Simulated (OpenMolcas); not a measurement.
# One shape, several levels: SiH4S (Si(SH)H3)

Aim: a comparison of 6 runs (UHF/STO-3G, B2PLYP/STO-3G, B3LYP/STO-3G, UPBE/STO-3G, r2SCAN/STO-3G, CISD/STO-3G) of SiH4S (Si(SH)H3). 

The calculation is run with OpenMolcas 26.06.

2 further runs of the same task are left out: 1 for a known fault of the program, 1 set aside as unsound or not needed.

**1. The molecule**

The species is SiH4S (6 atoms), meant as a singlet with charge 0. SMILES: `[H][Si]([H])([H])S`. The Si1–H4 distance was set to 3.629 Å, away from the relaxed value. At this shape a bond of the SMILES string is far longer than usual.

Bond lengths: Si1–S2 2.147 Å, S2–H3 1.325 Å, Si1–H5 1.457 Å, Si1–H6 1.458 Å. Angles: Si1–S2–H3 97.0°, S2–Si1–H5 107.7°, S2–Si1–H6 107.7°, H5–Si1–H6 111.3°.

**2. The energy at UHF/STO-3G (run 1)**

Input file coord.xyz:

```xyz
6

Si    -1.906015    -0.005315     0.003482
S     -1.853505     0.029045     2.149532
H     -3.164035     0.069135     2.343302
H      1.606010    -0.020690    -0.909950
H     -2.610455     1.189825    -0.442098
H     -2.608125    -1.215875    -0.403958
```

Input file run.input:

```
* H4SSi Hartree-Fock

&GATEWAY
 BasLib=$CurrDir
 Coord=coord.xyz
 Basis=STO-3G
 Group=NoSym

&SEWARD

&SCF
 UHF
 Thresholds=1e-10 1e-07 1e-07 1e-05
 Scramble=0.25
 PrOrbitals=1 1
```

The basis set STO-3G is read from a file made from the Basis Set Exchange's data (not shown).

On the command line:

```bash
$ export MOLCAS_MEM=1860
$ pymolcas run.input > run.log
```

What it wrote:

```text
--- Start Module: gateway ---
[...]
--- Stop Module: gateway /rc=_RC_ALL_IS_WELL_ ---
--- Start Module: seward ---
[...]
      Basis functions           22
--- Stop Module: seward /rc=_RC_ALL_IS_WELL_ ---
--- Start Module: scf ---
[...]
       Convergence after  23 Iterations
[...]
::    Total SCF energy                               -680.9449508610
[...]
      Total spin, S                                     0.6179230408
[...]
      Total electronic charge=   34.000000
      Total            charge=   -0.000000
[...]
      Dipole Moment (debye):
      Origin of the operator (angstrom)=   -1.8664    0.0125    1.0849
                   X= -5.7445E-02               Y= -1.6173E-03               Z= -1.4853E+00           Total=  1.4864E+00
      Quadrupole Moment (debye*angstrom):
[...]
--- Stop Module: scf /rc=_RC_ALL_IS_WELL_ ---
[...]
```

It took 2 s on 1 thread of Arm Neoverse V1, shared host; peak memory 0.37 GiB.

**3. A single-point energy at B2PLYP/STO-3G (run 2)**

coord.xyz is that of step 2.

Input file run.inp:

```
&GATEWAY
 BasLib
 $CurrDir
 Coord
 coord.xyz
 Basis
 STO-3G
 Group
 NoSym

&SEWARD
 GridInput
 Grid=UltraFine
 End of Grid

&SCF
 KSDFT
 B2PLYP_SCF
 Thresholds
 1e-10 1e-07 1e-07 1e-05
 PrOrbitals
 1 1

&MBPT2
 Frozen
 10
```

The basis set STO-3G is read from a file made from the Basis Set Exchange's data (not shown).

On the command line:

```bash
$ export MOLCAS_MEM=1860
$ pymolcas run.inp > run.log
```

What it wrote:

```text
--- Start Module: gateway ---
[...]
--- Stop Module: gateway /rc=_RC_ALL_IS_WELL_ ---
[...]
      Basis functions           22
[...]
--- Start Module: scf ---
[...]
       Convergence after  31 Iterations
[...]
::    Total KS-DFT energy                            -681.6600042313
[...]
      Total spin, S                                     0.0000000000
[...]
      Total electronic charge=   34.000000
      Total            charge=   -0.000000
[...]
      Dipole Moment (debye):
      Origin of the operator (angstrom)=   -1.8664    0.0125    1.0849
                   X= -2.0177E+00               Y=  1.0971E-02               Z= -6.8764E-01           Total=  2.1317E+00
      Quadrupole Moment (debye*angstrom):
[...]
--- Stop Module: scf /rc=_RC_ALL_IS_WELL_ ---
[...]
--- Start Module: mbpt2 ---
[...]
 ###    WARNING: MP2 implementation intended for RHF references only         ###
 ###############################################################################
MBPT2 WARNING: Reference function according to RunFile:KS-DFT
I'll assume you know what you're doing and continue
WARNING!
Default frozen orbitals as non valence orbitals is overwritten by user input.
Default values:   7
[...]
       Reference weight ( Cref**2 )         =        0.46802
::    Total MBPT2 energy                             -681.9748942666
[...]
      Total MBPT2 calculations                           0.03      0.04
--- Stop Module: mbpt2 /rc=_RC_ALL_IS_WELL_ ---
[...]
```

Wall time 9.9 s (1 thread of Arm Neoverse V1, shared host); peak memory 0.37 GiB.

Runs 3 to 5 aren't shown in full; the table further down has their settings and results.

**4. The energy at CISD/STO-3G (run 6)**

coord.xyz is that of step 3.

Input file run.input:

```
&GATEWAY
BASLIB = $CurrDir
COORD = coord.xyz
BASIS = STO-3G
GROUP = NoSym
&SEWARD
&SCF
THRESHOLDS = 1e-10 1e-07 1e-07 1e-05
PRORBITALS = 1 1
&MOTRA
FROZEN = 10
&GUGA
ELECTRONS = 14
SPIN = 1
INACTIVE = 7
ACTIVE = 0
CIALL = 1
&CPF
SDCI
```

The basis set STO-3G is read from a file made from the Basis Set Exchange's data (not shown).

On the command line:

```bash
$ export MOLCAS_MEM=1860
$ pymolcas run.input > run.log
```

What it wrote:

```text
--- Start Module: gateway ---
[...]
--- Stop Module: gateway /rc=_RC_ALL_IS_WELL_ ---
[...]
      Basis functions           22
[...]
       Convergence after  11 Iterations
[...]
::    Total SCF energy                               -680.7410561093
[...]
      Total spin, S                                     0.0000000000
[...]
      *** WARNING: Default frozen orbitals is overwritten by user input.
      *** Default values:   7
[...]
--- Start Module: guga ---
[...]
--- Stop Module: guga /rc=_RC_ALL_IS_WELL_ ---
--- Start Module: cpf ---
[...]
      Active orbitals                            0       0
[...]
      Spin quantum number                      0.0
[...]
     FINAL CI ENERGY          -680.98273221
     FINAL CORRELATION ENERGY   -0.24167610  REFERENCE ENERGY    -680.74105611
[...]
     REL. CI ENERGY           -680.98273221
[...]
      Total electronic charge=   34.000000
      Total            charge=    0.000000
[...]
      Dipole Moment (debye):
      Origin of the operator (angstrom)=   -1.8664    0.0125    1.0849
                   X= -2.5206E-01               Y=  1.7636E-03               Z= -1.2613E+00           Total=  1.2863E+00
      Quadrupole Moment (debye*angstrom):
[...]
--- Stop Module: cpf /rc=_RC_ALL_IS_WELL_ ---
[...]
```

Wall time 1.8 s (1 thread of Arm Neoverse V1, shared host); peak memory 0.37 GiB.

**5. All runs side by side**

```csv
run,level,scramble,frozen core orbitals,energy (Eh),dipole moment (D) of the reference,HOMO energy (eV),LUMO energy (eV),wall time
1,UHF/STO-3G,0.25,–,-680.944951,1.49,-6.75,5.71,2 s
2,B2PLYP/STO-3G,–,10,-681.745025,2.13,-3.35,-0.39,9.9 s
3,B3LYP/STO-3G,–,–,-681.659425,15.07,0.59,3.30,9 s
4,UPBE/STO-3G,0.25,–,-681.756303,1.15,-1.76,-0.31,29 s
5,r2SCAN/STO-3G,–,–,-681.609279,15.16,–,–,29 s
6,CISD/STO-3G,–,10,-680.982732,2.50,-3.79,1.31,1.8 s
```

**6. What came out**

| quantity | value |
| --- | --- |
| run 6: total energy | -680.98273 Eh |
| run 6: dipole moment (mean-field density) | 2.50 D |
| run 6: HOMO energy (Hartree–Fock orbitals) | -3.79 eV |
| run 6: LUMO energy (Hartree–Fock orbitals) | 1.31 eV |
| run 6: HOMO–LUMO gap (Hartree–Fock orbitals) | 5.11 eV |
| run 6: correlation energy (10 core orbitals frozen) | -241.7 mEh |

**Reading.** Over runs 1, 2, 3, 4, 5 the dipole moment (its size) runs from 1.15 D (UPBE/STO-3G) to 15.16 D (r2SCAN/STO-3G). So wide a spread suggests that the runs ended on unlike SCF solutions, not only an effect of the method. Over runs 1, 2, 3, 4 the HOMO–LUMO gap runs from 1.45 eV (UPBE/STO-3G) to 12.46 eV (UHF/STO-3G). For B2PLYP the log adds the whole second-order term; the table takes 0.27 of it, as the functional is defined. Totals of different functionals can't be ranked against each other. In runs 1, 2, 3, 4, 5, 6 the basis is minimal, so the values are rough. In runs 2, 3, 5, 6 a closed-shell determinant meets a far-stretched bond, which it describes badly. Spin contamination of the reference: run 1 ⟨S²⟩ = 1.00, run 4 ⟨S²⟩ = 0.99. Where it is this large, the reference is a mixture of spin states, and values that rest on it are in doubt. All runs together took 81 s, the longest 29 s.
